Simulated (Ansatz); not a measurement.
C₂H₆FNO (`NC(F)CO`). Charge 0, multiplicity 1. The structure was optimised at the PBE0-D4/def2-TZVP level. It is one conformer, not always the lowest.

```xyz
11

N     0.343    0.458   -1.362
C     0.471    0.528    0.030
F     1.562   -0.254    0.512
C    -0.758   -0.009    0.731
O    -1.016   -1.342    0.357
H     1.183    0.728   -1.852
H     0.030   -0.456   -1.661
H     0.698    1.549    0.347
H    -1.627    0.581    0.436
H    -0.620    0.087    1.814
H    -0.266   -1.869    0.649
```

Question: What is the dipole moment at ωB97M-V/def2-TZVPP? (Best estimate.)

Answer: Ansatz gave: 0.82 D, with components (0.52, 0.64, -0.08) D in this frame, pointing from negative to positive charge.

Question: And with PBE, r2SCAN, B3LYP? (An estimate is asked.)

Answer: The calculation gave: PBE 0.75 D, r2SCAN 0.78 D, B3LYP 0.82 D.

Question: Give the Mulliken charges with ωB97M-V, PBE, r2SCAN in def2-TZVPP. (Estimate.)

Answer: The calculation gave: 
| atom | ωB97M-V | PBE | r2SCAN |
| --- | --- | --- | --- |
| N1 | -0.25 | -0.29 | -0.33 |
| C2 | 0.14 | 0.11 | 0.23 |
| F3 | -0.26 | -0.23 | -0.27 |
| C4 | -0.01 | 0.02 | 0.15 |
| O5 | -0.34 | -0.32 | -0.38 |
| H6 | 0.11 | 0.15 | 0.14 |
| H7 | 0.12 | 0.15 | 0.15 |
| H8 | 0.09 | 0.06 | 0.02 |
| H9 | 0.10 | 0.08 | 0.04 |
| H10 | 0.10 | 0.08 | 0.04 |
| H11 | 0.19 | 0.19 | 0.21 |

B3LYP here is the variant with VWN-RPA as its local correlation; programs differ in this.
